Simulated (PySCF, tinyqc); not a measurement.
Inside a calculation. Method: RHF in the sto-3g basis, for LiH, spin multiplicity 1. The lowest restricted solution is unstable here: a spin-polarised one lies 0.0270 hartree lower (PySCF). Computed by tinyqc, a small Python program that keeps every step (integrals from PySCF). Settings: charge = 0, multiplicity = 1, basis = sto-3g, energy threshold = 1e-08, iteration cap = 75, orthogonalisation = canonical, start = random, DIIS depth = 6, method = RHF. Command: `OMP_NUM_THREADS=1 python tinyqc.py 21694 21695 out.jsonl` (the two numbers bound the seeds that draw the settings). One thread of a shared host (Intel(R) Xeon(R) Processor @ 2.60GHz), about 0.07 s of CPU time with the checks. Later iterations appear only in the table of the cycle.

## One-electron integrals

Geometry (angstrom):
```
atom         x         y         z
Li    0.000000  0.000000  0.000000
H     0.000000  0.000000  2.492000
```

Basis sto-3g: exponents (1/bohr^2) and contraction coefficients of normalised primitives:
```
element  l (shell)   exponent  coefficient
Li           s (1)  16.119575     0.154329
Li           s (1)   2.936201     0.535328
Li           s (1)   0.794651     0.444635
Li           s (2)   0.636290    -0.099967
Li           s (2)   0.147860     0.399513
Li           s (2)   0.048089     0.700115
Li           p (3)   0.636290     0.155916
Li           p (3)   0.147860     0.607684
Li           p (3)   0.048089     0.391957
H            s (1)   3.425251     0.154329
H            s (1)   0.623914     0.535328
H            s (1)   0.168855     0.444635
```

Overlap, kinetic and nuclear-attraction integrals over the contracted functions; the nuclear repulsion is the sum of Za Zb / Rab.

nuclear repulsion = 0.63705122 hartree

overlap S, lower triangle:
```
           1Li 1s    1Li 2s   1Li 2px   1Li 2py   1Li 2pz     2H 1s
1Li 1s   1.000000
1Li 2s   0.241137  1.000000
1Li 2px  0.000000  0.000000  1.000000
1Li 2py  0.000000  0.000000  0.000000  1.000000
1Li 2pz  0.000000  0.000000  0.000000  0.000000  1.000000
2H 1s    0.008339  0.198869  0.000000  0.000000  0.298142  1.000000
```

kinetic energy T (hartree), lower triangle:
```
            1Li 1s    1Li 2s   1Li 2px   1Li 2py   1Li 2pz     2H 1s
1Li 1s    3.576786
1Li 2s   -0.020237  0.102163
1Li 2px   0.000000  0.000000  0.319682
1Li 2py   0.000000  0.000000  0.000000  0.319682
1Li 2pz   0.000000  0.000000  0.000000  0.000000  0.319682
2H 1s    -0.004595  0.004095  0.000000  0.000000  0.026756  0.760032
```

nuclear attraction V (hartree), lower triangle:
```
            1Li 1s     1Li 2s    1Li 2px    1Li 2py    1Li 2pz      2H 1s
1Li 1s   -8.195232
1Li 2s   -1.015549  -1.414912
1Li 2px   0.000000   0.000000  -1.387681
1Li 2py   0.000000   0.000000   0.000000  -1.387681
1Li 2pz  -0.006639  -0.073421   0.000000   0.000000  -1.440117
2H 1s    -0.032323  -0.288544   0.000000   0.000000  -0.436521  -1.863651
```

core Hamiltonian H = T + V (hartree), lower triangle:
```
            1Li 1s     1Li 2s    1Li 2px    1Li 2py    1Li 2pz      2H 1s
1Li 1s   -4.618445
1Li 2s   -1.035786  -1.312749
1Li 2px   0.000000   0.000000  -1.068000
1Li 2py   0.000000   0.000000   0.000000  -1.068000
1Li 2pz  -0.006639  -0.073421   0.000000   0.000000  -1.120436
2H 1s    -0.036918  -0.284449   0.000000   0.000000  -0.409766  -1.103619
```

## Two-electron integrals

Functions are numbered as in S; the eight-fold symmetry (ij|kl) = (ji|kl) = (kl|ij) leaves the list below.

Two-electron integrals (ij|kl) in chemists' order, unique and non-zero (hartree):
```
(11|11) 1.680395   (21|11) 0.265420   (21|21) 0.049941   (22|11) 0.397727
(22|21) 0.092860   (22|22) 0.290562   (31|31) 0.008981   (32|31) 0.013788
(32|32) 0.064184   (33|11) 0.396640   (33|21) 0.092880   (33|22) 0.290497
(33|33) 0.312946   (41|41) 0.008981   (42|41) 0.013788   (42|42) 0.064184
(43|43) 0.016869   (44|11) 0.396640   (44|21) 0.092880   (44|22) 0.290497
(44|33) 0.279207   (44|44) 0.312946   (51|51) 0.008981   (52|51) 0.013788
(52|52) 0.064184   (53|53) 0.016869   (54|54) 0.016869   (55|11) 0.396640
(55|21) 0.092880   (55|22) 0.290497   (55|33) 0.279207   (55|44) 0.279207
(55|55) 0.312946   (61|11) 0.008461   (61|21) 0.001627   (61|22) 0.003169
(61|33) 0.003124   (61|44) 0.003124   (61|51) 0.000238   (61|52) 0.000472
(61|55) 0.003263   (61|61) 0.000061   (62|11) 0.053427   (62|21) 0.012785
(62|22) 0.047251   (62|33) 0.044408   (62|44) 0.044408   (62|51) 0.001870
(62|52) 0.015036   (62|55) 0.052889   (62|61) 0.000524   (62|62) 0.017574
(63|31) 0.000592   (63|32) 0.003607   (63|53) 0.001802   (63|63) 0.000749
(64|41) 0.000592   (64|42) 0.003607   (64|54) 0.001802   (64|64) 0.000749
(65|11) 0.077034   (65|21) 0.018503   (65|22) 0.069625   (65|33) 0.064934
(65|44) 0.064934   (65|51) 0.002873   (65|52) 0.023355   (65|55) 0.078936
(65|61) 0.000769   (65|62) 0.027338   (65|65) 0.042666   (66|11) 0.212341
(66|21) 0.051197   (66|22) 0.206030   (66|33) 0.190258   (66|44) 0.190258
(66|51) 0.006627   (66|52) 0.070135   (66|55) 0.237331   (66|61) 0.002081
(66|62) 0.104112   (66|65) 0.164969   (66|66) 0.774606
```

## Orthogonalisation

S = U s U^T; canonical form X = U s^(-1/2), so that X^T S X = 1. Each column of U has its largest component positive (the first on a tie).

eigenvalues of S: 0.612479  0.812676  1.000000  1.000000  1.180601  1.394244

X:
```
                 1          2          3         4          5         6
1Li 1s    0.393272   0.708729   0.000000  0.000000   0.572919  0.280311
1Li 2s   -0.659994  -0.538388   0.000000  0.000000   0.439317  0.439889
1Li 2px   0.000000   0.000000   0.982745  0.184965   0.000000  0.000000
1Li 2py   0.000000   0.000000  -0.184965  0.982745   0.000000  0.000000
1Li 2pz  -0.622583   0.560605   0.000000  0.000000  -0.488197  0.402442
2H 1s     0.809224  -0.352230   0.000000  0.000000  -0.295727  0.532164
```

Within a degenerate level the vectors are fixed only up to a rotation; this is one choice.

## Starting guess

The start is random orthonormal orbitals; D = 2 C_occ C_occ^T.

D at the start, lower triangle:
```
            1Li 1s     1Li 2s    1Li 2px    1Li 2py    1Li 2pz     2H 1s
1Li 1s    1.089719
1Li 2s    0.540348   0.462108
1Li 2px   0.273004  -0.045031   0.236004
1Li 2py  -0.093054   0.060704  -0.122582   0.066740
1Li 2pz   0.192798   0.608000  -0.427762   0.265491   1.386276
2H 1s     0.396871  -0.278764   0.541260  -0.295571  -1.184726  1.309248
```

## Iteration 1: building the Fock matrix

J_ij = sum D_kl (ij|kl), K_ij = sum D_kl (ik|jl); F = H + J - 0.5 K; E = tr D H + tr D J / 2 - 0.25 tr D K + E_nn.

Coulomb J (hartree), lower triangle:
```
            1Li 1s    1Li 2s    1Li 2px   1Li 2py   1Li 2pz     2H 1s
1Li 1s    3.044128
1Li 2s    0.560345  1.239633
1Li 2px   0.004303  0.005653   1.219349
1Li 2py  -0.000348  0.003094  -0.004136  1.213638
1Li 2pz   0.021246  0.111840  -0.012481  0.007892  1.281991
2H 1s     0.019234  0.261791  -0.000733  0.000842  0.394970  1.423243
```

exchange K (hartree), lower triangle:
```
            1Li 1s     1Li 2s    1Li 2px    1Li 2py   1Li 2pz     2H 1s
1Li 1s    2.161569
1Li 2s    0.612644   0.368640
1Li 2px   0.107944   0.039138   0.147885
1Li 2py  -0.032368  -0.002587  -0.036294   0.097769
1Li 2pz   0.162174   0.166160  -0.090528   0.058880  0.351367
2H 1s     0.140161   0.099854   0.073689  -0.036169  0.026015  0.668537
```

Fock matrix F (hartree), lower triangle:
```
            1Li 1s     1Li 2s    1Li 2px    1Li 2py    1Li 2pz      2H 1s
1Li 1s   -2.655102
1Li 2s   -0.781764  -0.257436
1Li 2px  -0.049669  -0.013916   0.077407
1Li 2py   0.015836   0.004388   0.014011   0.096754
1Li 2pz  -0.066481  -0.044661   0.032783  -0.021548  -0.014129
2H 1s    -0.087765  -0.072585  -0.037578   0.018927  -0.027803  -0.014645
```

total energy of this density = -5.91765300 hartree

## Iteration 1: diagonalisation and new density

Diagonalise F' = X^T F X, C = X C', fill 2 alpha and 2 beta electrons from the bottom; D = 2 C_occ C_occ^T. Each column has its largest component positive (the first on a tie).

F' = X^T F X (hartree), lower triangle:
```
           1          2          3         4          5          6
1  -0.086486
2  -0.317115  -0.816531
3  -0.066043   0.005666   0.072975
4   0.020197  -0.008992   0.009536  0.101185
5  -0.394126  -1.002608  -0.041726  0.008349  -1.222445
6  -0.224624  -0.620185  -0.027822  0.002669  -0.785371  -0.560552
```

orbital energies (hartree): MO1 -2.666066, MO2 -0.066713, MO3 -0.028024, MO4 0.022212, MO5 0.104143, MO6 0.122595

coefficients C:
```
               MO1        MO2        MO3        MO4        MO5        MO6
1Li 1s    0.984409  -0.226268   0.011080  -0.197411  -0.009625  -0.065774
1Li 2s    0.055706   0.679055  -0.014619   0.779402   0.021721   0.198958
1Li 2px   0.017975   0.036276  -0.474060  -0.227878   0.519307   0.672324
1Li 2py  -0.005701  -0.010258   0.273478   0.100860   0.853594  -0.431598
1Li 2pz   0.022924   0.335416   0.828908  -0.303533   0.006129   0.458144
2H 1s     0.008380   0.475521  -0.514172  -0.589623  -0.041188  -0.556461
```

D after iteration 1, lower triangle:
```
            1Li 1s     1Li 2s    1Li 2px    1Li 2py   1Li 2pz     2H 1s
1Li 1s    2.040516
1Li 2s   -0.197621   0.928437
1Li 2px   0.018973   0.051269   0.003278
1Li 2py  -0.006582  -0.014567  -0.000949   0.000275
1Li 2pz  -0.106655   0.458086   0.025159  -0.007143  0.226059
2H 1s    -0.198691   0.646743   0.034801  -0.009852  0.319379  0.452381
```

## Iteration 2: building the Fock matrix

As before.

Coulomb J (hartree), lower triangle:
```
            1Li 1s     1Li 2s    1Li 2px    1Li 2py   1Li 2pz     2H 1s
1Li 1s    3.995315
1Li 2s    0.680267   1.308873
1Li 2px   0.001796   0.007356   1.290314
1Li 2py  -0.000532  -0.002123  -0.000032   1.290213
1Li 2pz   0.017873   0.121771   0.000974  -0.000277  1.338984
2H 1s     0.022780   0.260409   0.000535  -0.000153  0.390317  1.311137
```

exchange K (hartree), lower triangle:
```
            1Li 1s     1Li 2s    1Li 2px    1Li 2py   1Li 2pz     2H 1s
1Li 1s    3.371319
1Li 2s    0.542872   0.423303
1Li 2px   0.013294   0.021879   0.083232
1Li 2py  -0.004260  -0.006342  -0.000281   0.082343
1Li 2pz   0.004827   0.238522   0.009772  -0.002772  0.242063
2H 1s     0.014548   0.298654   0.010859  -0.003082  0.291730  0.640396
```

Fock matrix F (hartree), lower triangle:
```
            1Li 1s     1Li 2s    1Li 2px   1Li 2py    1Li 2pz      2H 1s
1Li 1s   -2.308790
1Li 2s   -0.626955  -0.215528
1Li 2px  -0.004851  -0.003584   0.180698
1Li 2py   0.001598   0.001048   0.000108  0.181041
1Li 2pz   0.008820  -0.070911  -0.003911  0.001110   0.097516
2H 1s    -0.021412  -0.173366  -0.004894  0.001388  -0.165314  -0.112680
```

total energy of this density = -7.73879791 hartree

## Iteration 2: DIIS over 2 matrices

error matrix X^T (FDS - SDF) X:
```
           1          2          3         4          5          6
1   0.000000   0.036685  -0.018887  0.002263   0.014271  -0.162126
2  -0.036685   0.000000  -0.033359  0.004383   0.064226   0.023886
3   0.018887   0.033359   0.000000  0.000000   0.047801   0.049969
4  -0.002263  -0.004383   0.000000  0.000000  -0.006037  -0.005557
5  -0.014271  -0.064226  -0.047801  0.006037   0.000000   0.025668
6   0.162126  -0.023886  -0.049969  0.005557  -0.025668   0.000000
```

B (overlaps of the stored error matrices):
```
               1              2
1  1.0322145e+01  1.2062945e-01
2  1.2062945e-01  7.9063307e-02
```

Minimise |sum c_i e_i|^2 with sum c_i = 1: solve [B -1; -1 0][c; lambda] = [0; -1] with B_ij = tr e_i^T e_j, and take F = sum c_i F_i.

DIIS coefficients: -0.004091  1.004091

extrapolated F (hartree), lower triangle:
```
            1Li 1s     1Li 2s    1Li 2px   1Li 2py    1Li 2pz      2H 1s
1Li 1s   -2.307373
1Li 2s   -0.626321  -0.215356
1Li 2px  -0.004668  -0.003542   0.181121
1Li 2py   0.001540   0.001035   0.000052  0.181386
1Li 2pz   0.009128  -0.071019  -0.004062  0.001202   0.097973
2H 1s    -0.021141  -0.173779  -0.004760  0.001316  -0.165876  -0.113082
```

## Iteration 2: diagonalisation and new density

As before.

F' = X^T F X (hartree), lower triangle:
```
           1          2          3         4          5          6
1   0.114860
2  -0.381078  -0.666399
3  -0.000852  -0.002105   0.181111
4   0.000083   0.000362   0.000000  0.181396
5  -0.348498  -0.955860  -0.000892  0.000199  -1.070969
6  -0.228504  -0.418063  -0.007296  0.000734  -0.604925  -0.575389
```

orbital energies (hartree): MO1 -2.309717, MO2 -0.248400, MO3 0.078562, MO4 0.181213, MO5 0.181397, MO6 0.281554

coefficients C:
```
               MO1        MO2        MO3        MO4        MO5        MO6
1Li 1s    0.991516  -0.147878  -0.228908  -0.004546   0.000865  -0.079862
1Li 2s    0.033172   0.520119   0.852947   0.010358  -0.001988   0.335712
1Li 2px   0.001896   0.012558  -0.016082   0.990785   0.133612  -0.008562
1Li 2py  -0.000624  -0.003505   0.004881  -0.133493   0.991027   0.003077
1Li 2pz  -0.002137   0.282920  -0.445603  -0.002970  -0.000023   0.907504
2H 1s    -0.002950   0.649683  -0.376353  -0.021439   0.003637  -0.765082
```

D after iteration 2, lower triangle:
```
            1Li 1s     1Li 2s    1Li 2px    1Li 2py   1Li 2pz     2H 1s
1Li 1s    2.009944
1Li 2s   -0.088048   0.543248
1Li 2px   0.000046   0.013189   0.000323
1Li 2py  -0.000201  -0.003687  -0.000090   0.000025
1Li 2pz  -0.087913   0.294162   0.007098  -0.001980  0.160097
2H 1s    -0.197999   0.675629   0.016306  -0.004550  0.367629  0.844194
```

## Iteration 3: building the Fock matrix

As before.

Coulomb J (hartree), lower triangle:
```
            1Li 1s     1Li 2s    1Li 2px    1Li 2py   1Li 2pz     2H 1s
1Li 1s    3.915204
1Li 2s    0.663490   1.275227
1Li 2px   0.000384   0.001812   1.250616
1Li 2py  -0.000111  -0.000512  -0.000003   1.250606
1Li 2pz   0.016672   0.131848   0.000298  -0.000083  1.317445
2H 1s     0.022206   0.279333   0.000145  -0.000041  0.422568  1.522933
```

exchange K (hartree), lower triangle:
```
            1Li 1s     1Li 2s    1Li 2px    1Li 2py   1Li 2pz     2H 1s
1Li 1s    3.358407
1Li 2s    0.547904   0.336849
1Li 2px   0.001486   0.005466   0.059891
1Li 2py  -0.000492  -0.001548  -0.000027   0.059803
1Li 2pz  -0.003857   0.199231   0.003190  -0.000890  0.225078
2H 1s     0.016128   0.319068   0.004222  -0.001179  0.349559  0.947427
```

Fock matrix F (hartree), lower triangle:
```
            1Li 1s     1Li 2s    1Li 2px   1Li 2py    1Li 2pz      2H 1s
1Li 1s   -2.382445
1Li 2s   -0.646248  -0.205947
1Li 2px  -0.000359  -0.000921   0.152671
1Li 2py   0.000135   0.000262   0.000010  0.152705
1Li 2pz   0.011961  -0.041189  -0.001297  0.000362   0.084470
2H 1s    -0.022776  -0.164649  -0.001966  0.000549  -0.161977  -0.054400
```

total energy of this density = -7.77097897 hartree

## Iteration 3: DIIS over 3 matrices

error matrix X^T (FDS - SDF) X:
```
           1          2          3         4          5          6
1   0.000000  -0.015155  -0.001567  0.000225  -0.010304   0.022052
2   0.015155   0.000000  -0.003373  0.000511   0.005080  -0.006375
3   0.001567   0.003373   0.000000  0.000000   0.005289   0.008256
4  -0.000225  -0.000511   0.000000  0.000000  -0.000731  -0.000878
5   0.010304  -0.005080  -0.005289  0.000731   0.000000  -0.003429
6  -0.022052   0.006375  -0.008256  0.000878   0.003429   0.000000
```

B (overlaps of the stored error matrices), lower triangle:
```
               1               2              3
1  1.0322145e+01
2  1.2062945e-01   7.9063307e-02
3  1.8912760e-02  -6.7454731e-03  2.0239018e-03
```

As before.

DIIS coefficients: -0.002671  0.095842  0.906830

extrapolated F (hartree), lower triangle:
```
            1Li 1s     1Li 2s    1Li 2px   1Li 2py    1Li 2pz      2H 1s
1Li 1s   -2.374657
1Li 2s   -0.644037  -0.206727
1Li 2px  -0.000658  -0.001141   0.155558
1Li 2py   0.000234   0.000326  -0.000018  0.155570
1Li 2pz   0.011869  -0.044028  -0.001638  0.000492   0.085984
2H 1s    -0.022471  -0.165731  -0.002151  0.000580  -0.162655  -0.060092
```

## Iteration 3: diagonalisation and new density

As before.

F' = X^T F X (hartree), lower triangle:
```
           1          2          3          4          5          6
1   0.155611
2  -0.397239  -0.693039
3  -0.000230  -0.000024   0.155565
4  -0.000003   0.000058  -0.000019   0.155563
5  -0.375747  -0.962195   0.000573  -0.000029  -1.112351
6  -0.227557  -0.450359  -0.002580   0.000243  -0.628142  -0.555385
```

orbital energies (hartree): MO1 -2.377026, MO2 -0.209077, MO3 0.064506, MO4 0.155552, MO5 0.155600, MO6 0.316410

coefficients C:
```
               MO1        MO2        MO3        MO4        MO5        MO6
1Li 1s    0.991653  -0.151414  -0.215409  -0.000395  -0.001072  -0.105194
1Li 2s    0.032626   0.536431   0.795934   0.001139   0.003133   0.435444
1Li 2px   0.000268   0.006456  -0.008236   0.647435   0.762049  -0.000095
1Li 2py  -0.000094  -0.001786   0.002501   0.762108  -0.647443   0.000299
1Li 2pz  -0.003681   0.299626  -0.566624  -0.002924  -0.006073   0.831436
2H 1s    -0.002321   0.627805  -0.273550  -0.002569  -0.006194  -0.824951
```

D after iteration 3, lower triangle:
```
            1Li 1s     1Li 2s    1Li 2px    1Li 2py   1Li 2pz     2H 1s
1Li 1s    2.012605
1Li 2s   -0.097738   0.577645
1Li 2px  -0.001423   0.006944   0.000083
1Li 2py   0.000354  -0.001922  -0.000023   0.000006
1Li 2pz  -0.098035   0.321217   0.003867  -0.001070  0.179579
2H 1s    -0.194719   0.673397   0.008105  -0.002242  0.376231  0.788289
```

## Iteration 9 (converged): orbitals

converged F (hartree), lower triangle:
```
            1Li 1s     1Li 2s   1Li 2px   1Li 2py    1Li 2pz      2H 1s
1Li 1s   -2.373663
1Li 2s   -0.644454  -0.204262
1Li 2px   0.000000   0.000000  0.156522
1Li 2py   0.000000   0.000000  0.000000  0.156522
1Li 2pz   0.013033  -0.045346  0.000000  0.000000   0.082168
2H 1s    -0.022958  -0.165298  0.000000  0.000000  -0.165342  -0.060176
```

As before.

F' = X^T F X (hartree), lower triangle:
```
           1          2         3         4          5          6
1   0.155804
2  -0.396766  -0.689529
3   0.000000   0.000000  0.156522
4   0.000000   0.000000  0.000000  0.156522
5  -0.377358  -0.961854  0.000000  0.000000  -1.113484
6  -0.226740  -0.451929  0.000000  0.000000  -0.625785  -0.556872
```

orbital energies (hartree): MO1 -2.376080, MO2 -0.209842, MO3 0.065464, MO4 0.156522, MO5 0.156522, MO6 0.316377

coefficients C:
```
               MO1        MO2        MO3        MO4       MO5        MO6
1Li 1s    0.991589  -0.149326  -0.217237   0.000000  0.000000   0.105027
1Li 2s    0.032841   0.528473   0.800724   0.000000  0.000000  -0.436388
1Li 2px   0.000000   0.000000   0.000000   0.932270  0.361764   0.000000
1Li 2py   0.000000   0.000000   0.000000  -0.361764  0.932270   0.000000
1Li 2pz  -0.004204   0.309717  -0.566093   0.000000  0.000000  -0.828118
2H 1s    -0.002024   0.627849  -0.262888   0.000000  0.000000   0.828404
```

D after iteration 9, lower triangle:
```
            1Li 1s    1Li 2s   1Li 2px   1Li 2py   1Li 2pz     2H 1s
1Li 1s    2.011096
1Li 2s   -0.092701  0.560725
1Li 2px   0.000000  0.000000  0.000000
1Li 2py   0.000000  0.000000  0.000000  0.000000
1Li 2pz  -0.100835  0.327078  0.000000  0.000000  0.191884
2H 1s    -0.191523  0.663470  0.000000  0.000000  0.388928  0.788397
```

Within a degenerate level the vectors are fixed only up to a rotation; this is one choice.

## Convergence

Stop when the energy changes by less than 1e-08 hartree and every element of the error matrix X^T (F D S - S D F) X is below 3e-05.

Course of the cycle:
```
iteration  E (hartree)     change  largest element of the error matrix
1          -5.91765300          -                             1.40e+00
2          -7.73879791  -1.82e+00                             1.62e-01
3          -7.77097897  -3.22e-02                             2.21e-02
4          -7.77181080  -8.32e-04                             3.06e-03
5          -7.77186277  -5.20e-05                             1.17e-03
6          -7.77187432  -1.16e-05                             1.01e-04
7          -7.77187438  -6.10e-08                             3.20e-05
8          -7.77187440  -1.13e-08                             2.13e-06
9          -7.77187440  -2.58e-11                             4.14e-08
```

PySCF RHF in the same basis = -7.77187440 hartree

Converged in 9 iterations.

## Populations, bond orders and dipole

Mulliken: Z minus the diagonal of D S on the atom; Loewdin: the same with S^(1/2) D S^(1/2); Mayer order: 2 sum_s sum (D(s) S)_ij (D(s) S)_ji over the two atoms.

Charges (e):
```
atom   Mulliken    Loewdin
1Li    0.034699   0.031899
2H    -0.034699  -0.031899
```

Mayer bond orders:
```
pair     order
2-1   0.998796
```

dipole moment about the origin, x y z (debye): 0.000000  0.000000  -5.187051
